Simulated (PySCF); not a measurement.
Compound: C5H8O.
Structure used (GFN2-xTB), in Å, numbered top down from 1:
```xyz
14
C5H8O angstrom
O      2.4689    0.5653    0.7182
C      1.6784    0.2010   -0.3884
C      0.2451   -0.0158   -0.0529
C     -0.5029    0.0825    1.0468
C     -1.7761   -0.3113    0.3495
C     -0.9105   -0.4247   -0.9319
H      2.0130    1.2636    1.2006
H      1.7510    0.9648   -1.1832
H      2.1158   -0.7240   -0.7803
H     -0.3100    0.3316    2.0746
H     -2.2206   -1.2467    0.6851
H     -2.5451    0.4591    0.3132
H     -1.1655    0.2805   -1.7212
H     -0.8421   -1.4264   -1.3522
```

Method used: PySCF, TDDFT CAM-B3LYP/def2-SVPD, vertical, gas phase, core orbitals frozen in the response.

Ground-to-excited transition dipoles (e·a0, same axes as the geometry; the sign carries no meaning), for the states with f of 0.002 or more among the lowest 8:

```
state  E (eV)      μx      μy      μz
   S1   6.623   0.003   0.227   0.167
   S2   7.083  -0.582   0.142   0.708
   S3   7.186   0.588   0.214  -0.648
   S4   7.295  -0.172   0.179   0.142
   S6   7.478   0.013  -0.039  -0.137
   S8   8.254   0.201   0.125  -0.161
```

Work out the oscillator strengths.

f = (2/3) ΔE |μ|² with ΔE in hartree (27.2114 eV).

```
state  |μ|² (au)  |μ| (D)      f
   S1      0.079     0.72  0.013
   S2      0.860     2.36  0.149
   S3      0.813     2.29  0.143
   S4      0.082     0.73  0.015
   S6      0.020     0.36  0.004
   S8      0.082     0.73  0.017
```

Which bond between heavy atoms lies closest to the direction of the S2 transition dipole?

C3–C4 and C5–C6, at 7° from it; next C2–C3 at 41°.

What angle do the transition dipoles of S2 and S4 make?

|cos θ| = |μa·μb| / (|μa| |μb|) = 0.85, so θ ≈ 31° (taken between 0 and 90°, since the signs are arbitrary).

What peak molar absorption coefficient would the strongest computed level give as a lone Gaussian band 0.5 eV wide at half height?

ε(max) = 2.175×10⁸ f / FWHM, with the width in cm⁻¹. S2: 2.175×10⁸ × 0.1492 / 4033 ≈ 8000 L mol⁻¹ cm⁻¹.

One conformer stands for the species.
